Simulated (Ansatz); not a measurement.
The input, for Ansatz 0.2.0:

```yaml
crystal:
  periodic: [false, false, false]
  atoms:
    - {symbol: C, position_ang: [0.000000, 0.000000, 0.000000]}
    - {symbol: Ga, position_ang: [0.000000, 0.000000, 2.001600]}
basis:
  gaussian: {orbitals: 6-31G}
magnetization: {spin_polarized: false, initial_magnetization: 5}
correlation: {active_space: {ras: {orbitals: [1, 5, 17], electrons: 7, max_holes: 3, max_particles: 3}, fixed_orbitals: true}}
output: {forces: true}
```

```sh
$ ansatz run in.yaml --threads 1 --pin off --events-out ev --progress --plain --max-ram 2393MiB
```

Problem. Roughly how long does this take on 1 thread of Arm Neoverse N1, shared host, and how much host memory?

Solution. 7.5 s wall and 0.27 GiB.

```
379 factors; integrals over basis functions are off by at most 3.1e-4 eV
mean field evaluation 1: about -53347.7324 eV, gradient 9.9e0 eV
mean field evaluation 2: about -53347.7606 eV, gradient 9.9e0 eV
mean field evaluation 4: about -53349.2279 eV, gradient 2.0e0 eV
mean field evaluation 8: about -53349.3051 eV, gradient 3.5e-1 eV
mean field evaluation 16: about -53347.5521 eV, gradient 9.1e0 eV
mean field evaluation 32: about -53349.3081 eV, gradient 5.2e-4 eV
mean field evaluation 64: about -53349.2695 eV, gradient 1.4e0 eV
mean field -53349.30813895 eV, -1960.5509126465 hartree, gradient 2.4e-6 eV, S^2 8.750000; 4 other end points of the search recorded, 0 dependent functions left out
reference -53349.30813895 eV, -1960.5509126465 hartree; 21, 16 occupied and 17, 22 virtual orbitals, 379 factors
state -53350.82604150 eV, -1960.6066945364 hartree
the calculation of the forces begins
Total energy: -53350.82604150 eV, -1960.6066945364 hartree
Atom 0 at     0.000000     0.000000     0.000000 Å, force     0.000000     0.000000    -0.231486 eV/Å
Atom 1 at     0.000000     0.000000     2.001600 Å, force    -0.000000    -0.000000     0.231486 eV/Å
Dipole moment:     0.000000     0.000000     0.218850 e Å
```

Forces (eV/Å):
```
C    0.000  0.000 -0.231
Ga   0.000  0.000  0.231
```
